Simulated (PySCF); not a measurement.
Species: C2H2N, net charge -1, singlet state. It need not be the lowest isomer of its formula. Whether it binds its extra electron was not tested at this geometry. SMILES: N#C[CH2-]
Coordinates optimised at B3LYP-D3(BJ)/def2-TZVP (Ansatz):
```xyz
5

C     -0.0183    -0.0410    -1.2004
C      0.0031     0.0173     0.1821
N      0.0226     0.1186     1.3558
H      0.8854    -0.3683    -1.7039
H     -0.9522    -0.3200    -1.6775
```
Charge -1, spin multiplicity 1.

Dispersion corrections to the total energy (kcal/mol) from the dftd3 and dftd4 libraries through PySCF: D3(BJ) without and D4 with the three-body term, each with the damping fitted for the functional named.

| functional | D3(BJ) | D4 |
|---|---|---|
| TPSS | -1.82 | ? |
| PBE | -1.47 | ? |
| PBE0 | -1.22 | -1.41 |
| BP86 | -2.21 | -2.19 |
| r2SCAN | ? | -0.41 |
| B2PLYP | -1.13 | -1.19 |
| PW6B95 | -0.65 | -1.54 |

### Question
Some entries are withheld; supply them.

### Answer

- TPSS, D4: -2.33
- PBE, D4: -1.72
- r2SCAN, D3(BJ): -0.37
